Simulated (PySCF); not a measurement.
dimethyl sulfide (C2H6S), SMILES S(C)C. Heavy atoms are numbered as in [CH3:1][S:2][CH3:3]. Hydrogens are named by the atom that carries them.

The structure is a stationary point at PBE0-D3(BJ)/def2-TZVP.

These are PySCF with PBE/def2-TZVPD values and carry that method's errors.

Mulliken values depend strongly on the basis, most of all with diffuse functions as here. ESP charges are fitted to the potential on shells at 1.4 to 2.0 van der Waals radii. Atomic charges (e), one atom of each kind:

```tsv
atom	IAO	Mulliken	ESP fit
C1 (CH3)	(withheld)	-0.52	-0.65
S2	(withheld)	-0.15	-0.05
H on C1	(withheld)	0.21	0.22
```

### Question
Fill in the missing entries. (The exact figures need the calculation; the answer reports its results.)

### Answer

- C1 (CH3), IAO: -0.53
- S2, IAO: 0.11
- H on C1, IAO: 0.15
